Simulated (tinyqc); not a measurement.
Pariser-Parr-Pople SCF with singles CI, for the molecule Nc1ccc[nH]1 (SMILES; centres numbered as the heavy atoms are written), step by step. Computed by tinyqc, a small Python program that keeps every step. Settings: charge = 0, gamma = Ohno, start = huckel, damping = 0.5, iteration cap = 64, excitations kept = 6. Command: `OMP_NUM_THREADS=1 python tinyqc.py 21382 21383 out.jsonl` (the two numbers bound the seeds that draw the settings). One thread of a shared host (Intel(R) Xeon(R) Processor @ 2.60GHz), about 0.01 s of CPU time with the checks. Later iterations appear only in the table of the cycle.

## PPP integrals

Centres (angstrom, eV; a flat drawing with bonds scaled to 1.40 angstrom):

| centre | x | y | core charge z | W | gamma_rr |
|---|---|---|---|---|---|
| 1N | 2.159000 | 0.000000 | 2 | 25.600000 | 16.800000 |
| 2C | 0.759000 | 0.000000 | 1 | 11.160000 | 11.130000 |
| 3C | -0.064000 | 1.133000 | 1 | 11.160000 | 11.130000 |
| 4C | -1.395000 | 0.700000 | 1 | 11.160000 | 11.130000 |
| 5C | -1.395000 | -0.700000 | 1 | 11.160000 | 11.130000 |
| 6N | -0.064000 | -1.133000 | 2 | 25.600000 | 16.800000 |

Resonance integrals (eV):

| i | j | beta |
|---|---|---|
| 1 | 2 | -2.240000 |
| 2 | 3 | -2.390000 |
| 3 | 4 | -2.390000 |
| 4 | 5 | -2.390000 |
| 5 | 6 | -2.240000 |
| 6 | 2 | -2.240000 |

Ohno: gamma = 14.399645/sqrt(R^2 + a^2), a = 2 x 14.399645/(gamma_rr + gamma_ss); H_rr = -W_r - sum_(s != r) z_s gamma_rs; H_rs = beta for bonds.

repulsion gamma_rs (eV), lower triangle:
```
           1N         2C         3C         4C         5C         6N
1N  16.800000
2C   8.281656  11.130000
3C   5.333701   7.552804  11.130000
4C   3.823406   5.520570   7.554850  11.130000
5C   3.823406   5.520570   5.519866   7.553862  11.130000
6N   5.458142   8.280262   5.783982   5.785526   8.282957  16.800000
```

core matrix H (eV), lower triangle:
```
            1N          2C          3C          4C          5C          6N
1N  -57.778452
2C   -2.240000  -62.877778
3C    0.000000   -2.390000  -54.022888
4C    0.000000    0.000000   -2.390000  -51.007144
5C    0.000000    0.000000    0.000000   -2.390000  -53.967024
6N    0.000000   -2.240000    0.000000    0.000000   -2.240000  -64.649010
```

## Starting guess

pi electrons, sum of z_r less the charge = 8

Orbitals of the Hueckel matrix of the beta values.

P at the start, lower triangle:
```
           1N         2C         3C         4C        5C        6N
1N   1.757717
2C   0.461320   1.121168
3C  -0.305346   0.592884   1.323228
4C   0.094353  -0.198025   0.585810   1.216568
5C   0.119750  -0.210084  -0.304685   0.681992  1.229810
6N  -0.310756   0.581070  -0.121530  -0.310959  0.575123  1.351508
```

## Iteration 1: Fock matrix

F_rr = H_rr + P_rr gamma_rr / 2 + sum_(s != r) P_ss gamma_rs; F_rs = H_rs - P_rs gamma_rs / 2; E = tr P (H + F) / 2 + core repulsion sum_(r<s) z_r z_s gamma_rs.

F (eV), lower triangle:
```
           1N         2C         3C         4C         5C         6N
1N  -9.940574
2C  -4.150247  -7.391342
3C   0.814313  -4.628967  -5.019545
4C  -0.180376   0.546605  -4.602854  -4.221198
5C  -0.228926   0.579892   0.840910  -4.965836  -6.524864
6N   0.848075  -4.645704   0.351464   0.899530  -4.621858  -9.540427
```

pi energy = -124.586034 eV

## Iteration 1: orbitals and new P

Diagonalise F (the basis is taken as orthonormal) and form P = 2 sum c c over the lowest orbitals; 0.5 of the old P is kept.

orbital energies (eV): -15.851447  -12.381287  -10.079541  -8.648128  1.129448  3.193004

P after iteration 1, lower triangle:
```
           1N         2C         3C         4C        5C        6N
1N   1.785252
2C   0.426694   1.149245
3C  -0.299234   0.615089   1.260014
4C   0.066247  -0.158179   0.605280   1.140708
5C   0.142511  -0.262709  -0.249117   0.695352  1.244809
6N  -0.288580   0.562223  -0.162542  -0.303595  0.545444  1.419972
```

## Iteration 2: Fock matrix

As before.

F (eV), lower triangle:
```
           1N         2C         3C         4C         5C         6N
1N  -9.672938
2C  -4.006868  -7.253597
3C   0.798011  -4.712822  -5.106736
4C  -0.126645   0.436618  -4.676399  -4.351258
5C  -0.272439   0.725152   0.687546  -5.016297  -6.536005
6N   0.787555  -4.567676   0.470070   0.878228  -4.498946  -9.262842
```

pi energy = -124.874564 eV

## Iteration 2: orbitals and new P

As before.

orbital energies (eV): -15.573509  -12.152248  -10.233733  -8.579344  1.299489  3.055968

P after iteration 2, lower triangle:
```
           1N         2C         3C         4C        5C        6N
1N   1.803494
2C   0.404039   1.165689
3C  -0.293407   0.628143   1.223114
4C   0.049553  -0.135499   0.615896   1.097265
5C   0.154253  -0.292166  -0.216675   0.702866  1.253109
6N  -0.274635   0.552253  -0.187372  -0.298542  0.528695  1.457330
```

## Iteration 3: Fock matrix

As before.

F (eV), lower triangle:
```
           1N         2C         3C         4C         5C         6N
1N  -9.510802
2C  -3.913056  -7.174392
3C   0.782472  -4.762119  -5.156908
4C  -0.094731   0.374017  -4.716501  -4.432439
5C  -0.294886   0.806461   0.598007  -5.044678  -6.551706
6N   0.749499  -4.526401   0.541878   0.863612  -4.429577  -9.109337
```

pi energy = -125.038523 eV

## Iteration 3: orbitals and new P

As before.

orbital energies (eV): -15.428545  -12.029594  -10.310950  -8.528749  1.389687  2.972565

P after iteration 3, lower triangle:
```
           1N         2C         3C         4C        5C        6N
1N   1.815599
2C   0.389163   1.175203
3C  -0.288380   0.635814   1.201494
4C   0.039481  -0.122547   0.621764   1.072355
5C   0.160207  -0.308721  -0.197796   0.707080  1.257743
6N  -0.265822   0.547190  -0.202486  -0.295057  0.519198  1.477606
```

## Convergence

Stop when output and input P, before any damping, agree to 1e-7.

Course of the cycle:

| iteration | E (eV) | largest \|P(out) - P(in)\| |
|---|---|---|
| 1 | -124.58603432 | 1.52e-01 |
| 2 | -124.87456407 | 8.69e-02 |
| 3 | -125.03852344 | 4.98e-02 |
| 4 | -125.12759111 | 2.86e-02 |
| 5 | -125.17476164 | 1.65e-02 |
| 6 | -125.19936454 | 9.55e-03 |
| 7 | -125.21207399 | 5.80e-03 |
| 8 | -125.21859843 | 3.90e-03 |
| 9 | -125.22193367 | 2.63e-03 |
| 10 | -125.22363363 | 1.78e-03 |
| 11 | -125.22449831 | 1.20e-03 |
| ... | ... | ... |
| 33 | -125.22538910 | 1.07e-06 |
| 34 | -125.22538910 | 8.45e-07 |
| 35 | -125.22538910 | 6.65e-07 |
| 36 | -125.22538910 | 5.23e-07 |
| 37 | -125.22538910 | 4.12e-07 |
| 38 | -125.22538910 | 3.24e-07 |
| 39 | -125.22538910 | 2.55e-07 |
| 40 | -125.22538910 | 2.01e-07 |
| 41 | -125.22538910 | 1.58e-07 |
| 42 | -125.22538910 | 1.24e-07 |
| 43 | -125.22538910 | 9.78e-08 |

Converged in 43 iterations.

## Converged orbitals

Charges are z - P_rr.

orbital energies (eV): -15.266170  -11.862710  -10.419608  -8.435034  1.481853  2.835268

coefficients:
```
         MO1        MO2        MO3        MO4        MO5        MO6
1N  0.270660   0.576115   0.004260   0.717639  -0.249126  -0.133216
2C  0.566442   0.424560   0.001420  -0.303959   0.542782   0.334497
3C  0.322794   0.071609  -0.584716  -0.365581  -0.223710  -0.604224
4C  0.258200  -0.331536  -0.554278   0.187735  -0.291377   0.629322
5C  0.360840  -0.562655   0.008035   0.430684   0.508367  -0.330489
6N  0.552104  -0.237098   0.592282  -0.195499  -0.499940  -0.002925
```

pi charges: 1N 0.159621, 2C -0.187000, 3C -0.169733, 4C -0.038105, 5C -0.264681, 6N 0.499897

## Singles CI, singlets

Over the 6 single excitations with the smallest orbital gaps: A = (e_a - e_i) delta + 2 (ia|jb) - (ij|ab), with (pq|rs) = sum c_mp c_mq gamma_mn c_nr c_ns. f = 2/3 w |mu|^2 in atomic units, mu = sqrt2 sum c_ia sum_m c_mi c_ma R_m.

singlet CI matrix (eV), lower triangle:
```
           4>5        4>6        3>5        3>6        2>5       2>6
4>5   5.172430
4>6  -0.249057   6.274999
3>5  -0.138658   0.719218   6.674387
3>6  -0.677607  -0.008311   0.024675   7.198473
2>5   0.187202  -0.351748  -0.019219   0.545854   7.509556
2>6  -0.298202   0.360371  -0.596242  -0.071028  -0.185550  9.044532
```

singlet excitation energies (eV): 4.877755  5.576530  6.827878  7.367636  7.973800  9.250778

oscillator strengths: 0.334867  0.005912  0.416188  0.620410  0.361700  0.257560

## Singles CI, triplets

Over the 6 single excitations with the smallest orbital gaps: A = (e_a - e_i) delta - (ij|ab), with (pq|rs) = sum c_mp c_mq gamma_mn c_nr c_ns.

triplet CI matrix (eV), lower triangle:
```
           4>5        4>6       3>5        3>6        2>5       2>6
4>5   2.926035
4>6  -0.680581   5.022317
3>5   0.371936  -0.274431  4.139735
3>6  -0.274431  -0.238497  0.084365   5.427984
2>5   0.390194  -0.804134  0.471684   0.237702   5.984313
2>6  -0.804134   0.931024  0.237702  -0.330872  -0.176971  8.212431
```

triplet excitation energies (eV): 2.554337  4.004028  4.489565  5.408255  6.508797  8.747832
